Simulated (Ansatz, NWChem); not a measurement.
Strength of the C–C bond: C2H5F → CH3 + CH2F

Species: C2H5F `CCF`, singlet; CH3 (methyl radical) `[CH3]`, doublet; CH2F `[CH2]F`, doublet. 

Shapes, held fixed at every level: PBE0-D4/def2-TZVP. Programs: Ansatz 0.2.0, NWChem 7.3.0. A level may come from different programs for different species; with the same settings they agree closely. The zero-point and thermal change to 298 K, harmonic and unscaled (PBE0-D4/def2-TZVP), is -27.2 kJ/mol.

```tsv
level	kind	ΔH(298 K) (kJ/mol)	less CCSD(T)/CBS estimate
HF/def2-TZVPP	Hartree–Fock	+263.0	-127.0
SPW92/def2-TZVPP	LDA	+453.2	+63.2
PBE0/def2-SVP	global hybrid	+386.1	-3.9
B3LYP-D4/def2-TZVPP	global hybrid	+367.9	-22.1
BHLYP-D4/def2-TZVPP	global hybrid	+360.8	-29.2
CCSD/def2-TZVPP	coupled cluster or CI	+371.5	-18.5
CCSD(T)/CBS estimate	coupled cluster or CI	+390.0	0.0
```

The highest level, CCSD(T)/CBS estimate, gives ΔH(298 K) = +390.0 kJ/mol; the levels span +263.0 to +453.2. The column of differences is taken from that level and isn't an error. Hartree–Fock misses the correlation of the pair that is broken and comes out low. No measured value is set beside it here. Open shells run unrestricted unless RO is named. The CBS estimate extrapolates MP2 from def2-TZVPP and def2-QZVPP and adds CCSD(T) − MP2 in the triple-zeta set, cores frozen.
